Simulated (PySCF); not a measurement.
Species: protonated hydrogen cyanide Ion, CH₂N (charge +1).
Bonds: C1–N2 (triple). Hydrogens: H3 on C1; H4 on N2.

All values: wB97X-D/pcSseg-2 (PySCF, non-relativistic), on one gas-phase PBE0-D3(BJ)/def2-TZVP geometry that isn't relaxed in the solvent. The solvent is an IEF-PCM continuum (van der Waals radii × 1.2). Only the electrostatic response of the medium enters.

Gas phase at wB97X-D/pcSseg-2: HOMO -21.62 eV, LUMO -6.15 eV.

Question: What does the continuum do to the energy and the frontier levels at wB97X-D/pcSseg-2 in chloroform?

Answer: 
| solvent | ε | E(solvent) − E(gas) (kcal/mol) | polarisation term (kcal/mol) | distortion of the solute (kcal/mol) | HOMO (eV) | LUMO (eV) |
| --- | --- | --- | --- | --- | --- | --- |
| chloroform | 4.711 | -59.32 | -59.39 | 0.07 | -16.70 | -1.24 |

The first energy column is the sum of the next two and covers electrostatics alone.

Question: Which radius a makes Born's formula ΔE = −(q²/2a)(1 − 1/ε) give the value in chloroform?

Answer: a = q²(1 − 1/ε)/(2|ΔE|) = 2.20 Å, with q = +1 e and |ΔE| = 0.0945 Eh; the farthest nucleus lies 1.63 Å from the centroid of the nuclei. The formula assumes a point charge at the centre of a sphere.

The run took 1.1 s wall on one thread, AMD EPYC 9R45 (x86_64), shared host, and the process peaked at 0.36 GiB of memory. This is the whole shielding run at wB97X-D/pcSseg-2 in chloroform, SCF included.

The pairwise dispersion term of wB97X-D wasn't added to the energies; at a given geometry it leaves orbitals and properties as they are.
